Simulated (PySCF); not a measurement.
## Induced dipoles and field energies

C6H8.
Atom-mapped SMILES: `[CH2:1]=[C:2]=[C:3]=[C:4]([CH3:5])[CH3:6]` (hydrogens: H7, H8 on C1; H9, H10, H11 on C5; H12, H13, H14 on C6)

Structure used (GFN2-xTB), in Å, numbered top down from 1:
```
atom  x, y, z in Å
C1     3.215    0.186   -0.438
C2     1.915    0.110   -0.319
C3     0.664    0.037   -0.205
C4    -0.643   -0.038   -0.086
C5    -1.309   -1.162    0.649
C6    -1.553    0.996   -0.677
H7     3.865   -0.563   -0.015
H8     3.686    1.001   -0.963
H9    -0.578   -1.879    1.013
H10   -2.012   -1.673   -0.009
H11   -1.873   -0.771    1.496
H12   -2.179    1.432    0.102
H13   -0.985    1.788   -1.159
H14   -2.212    0.536   -1.414
```

Level: PBE0/def2-SVPD (PySCF); nuclei fixed, core orbitals frozen in the response. Permanent dipole (-1.178, -0.066, 0.107) D (1 au = 2.5417 D). Static polarisability (au):

```
x   145.95   4.56  -8.11
y     4.56  59.17  -5.70
z    -8.11  -5.70  54.46
```

Only the terms in μ and α are kept: μ(F) = μ + αF and ΔE = −μ·F − ½ F·αF.

**Question.** A field of 0.003 au (0.154 V/Å) is applied along each axis in both senses. Find the induced dipole, the size of the total dipole and the two energy terms.

**Answer.** 
```json
{"field along": "+x", "induced x (D)": "1.113", "induced y (D)": "0.035", "induced z (D)": "-0.062", "total size (D)": "0.085", "−μ·F (kJ/mol)": "+3.650", "−½F·αF (kJ/mol)": "-1.724"}
{"field along": "−x", "induced x (D)": "-1.113", "induced y (D)": "-0.035", "induced z (D)": "0.062", "total size (D)": "2.299", "−μ·F (kJ/mol)": "-3.650", "−½F·αF (kJ/mol)": "-1.724"}
{"field along": "+y", "induced x (D)": "0.035", "induced y (D)": "0.451", "induced z (D)": "-0.043", "total size (D)": "1.208", "−μ·F (kJ/mol)": "+0.205", "−½F·αF (kJ/mol)": "-0.699"}
{"field along": "−y", "induced x (D)": "-0.035", "induced y (D)": "-0.451", "induced z (D)": "0.043", "total size (D)": "1.327", "−μ·F (kJ/mol)": "-0.205", "−½F·αF (kJ/mol)": "-0.699"}
{"field along": "+z", "induced x (D)": "-0.062", "induced y (D)": "-0.043", "induced z (D)": "0.415", "total size (D)": "1.350", "−μ·F (kJ/mol)": "-0.332", "−½F·αF (kJ/mol)": "-0.643"}
{"field along": "−z", "induced x (D)": "0.062", "induced y (D)": "0.043", "induced z (D)": "-0.415", "total size (D)": "1.158", "−μ·F (kJ/mol)": "+0.332", "−½F·αF (kJ/mol)": "-0.643"}
```

**Question.** For the field (-0.0027, -0.0006, 0.0021) au, what is the induced dipole, and what angle does it make with the field?

**Answer.** αF = (-1.052, -0.152, 0.355) D, at 19.1° to the field. The polarisability along this direction, F·αF/F², is 119.95 au, against a mean of 86.53 au.

**Question.** Which field along μ doubles the dipole in that direction (linear response)?

**Answer.** The polarisability along the dipole is 146.95 au, so F = 0.4661 au / 146.95 au = 0.0032 au = 0.16 V/Å; higher-order terms are ignored.

**Question.** What field makes μF equal to kT at 100 K?

**Answer.** kT = 0.3167 × 10⁻³ Eh, so F = 0.000679 au = 3.49 MV/cm.

**Question.** Induction energy −ᾱe²/2R⁴ of a unit charge at 14 Å, the molecule taken as a point?

**Answer.** R = 26.46 bohr, so the energy is −86.5/(2 × 26.46⁴) Eh = -0.232 kJ/mol. The charge–dipole term at its most favourable orientation, −μe/R², is -1.75 kJ/mol.

Geometry: GFN2-xTB; no solvent, vibrations or thermal averaging.
